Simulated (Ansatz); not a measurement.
```yaml
crystal:
  periodic: [false, false, false]
  atoms:
    - {symbol: Zr, position_ang: [0.010971, 0.300861, -0.473516]}
    - {symbol: N, position_ang: [-0.033826, 1.802450, 0.721157]}
    - {symbol: Cl, position_ang: [-0.014864, -1.486252, 0.933489]}
basis:
  gaussian: {orbitals: def2-TZVP}
magnetization: {spin_polarized: true, initial_magnetization: 2}
hamiltonian: {xc: pbe0}
relax: {f_tol: 0.004, max_steps: 80}
```

```sh
$ ansatz run in.yaml --threads 1 --pin off --events-out ev --progress --plain --max-ram 2176MiB
```

Steps of the relaxation (energy above the last step; positions in Å, forces in eV/Å):

```
3
step 1, 263.6 meV
Zr    0.011    0.301   -0.474   -0.061    2.619    1.465
N    -0.034    1.802    0.721    0.065   -1.987   -1.788
Cl   -0.015   -1.486    0.933   -0.004   -0.632    0.323
```

```
3
step 2, 34.8 meV
Zr    0.009    0.347   -0.405   -0.030    1.068    0.772
N    -0.032    1.830    0.662    0.029   -0.938   -0.780
Cl   -0.014   -1.560    0.925    0.001   -0.130    0.009
```

```
3
step 3, 9.0 meV
Zr    0.007    0.371   -0.346    0.019   -0.511   -0.559
N    -0.031    1.847    0.617   -0.017    0.599    0.455
Cl   -0.013   -1.601    0.910   -0.002   -0.089    0.104
```

```
3
step 5, 0.0 meV
Zr    0.007    0.367   -0.366    0.000    0.000   -0.001
N    -0.032    1.844    0.631    0.000    0.000    0.001
Cl   -0.014   -1.594    0.916    0.000    0.000    0.001
```

Close pairs at the end: Zr1–N2 1.783 Å, Zr1–Cl3 2.343 Å.

A stationary point of unrestricted PBE0 after 5 steps, with ⟨S²⟩ = 2.005 against 2.00 for a pure state; no frequencies were run, so it isn't proven a minimum. 84 s on 1 thread of Intel Xeon Platinum 8375C, shared host.
